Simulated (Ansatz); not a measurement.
Start from CaO in the rock salt structure (space group Fm-3m, No. 225; a = 4.7948 Å).

The values are results of plane-wave PAW DFT at the r2SCAN level (Ansatz, an electronic-structure program, 500 eV), scalar-relativistic without spin-orbit coupling, not measurements.

It is then changed as follows: Sr takes the place of Ca on all its sites, then cell and atoms are relaxed.

Measured lattice parameter a: CaO 4.781 Å (static lattice; corrected from measurement; as listed in Wei Chen et al., Physical Review Materials (2018)); SrO 5.16 Å (room temperature; as listed in Juan A. Santana et al., The Journal of Chemical Physics (2016)).

Problem. How well does r2SCAN reproduce the measured shift?

Solution. With r2SCAN the lattice parameter a moves by +0.365 Å (4.795 → 5.160) against +0.379 Å measured. The two measured values stand on different bases (one corrected, one not), which blurs small differences.

Stability against distortions was not tested.
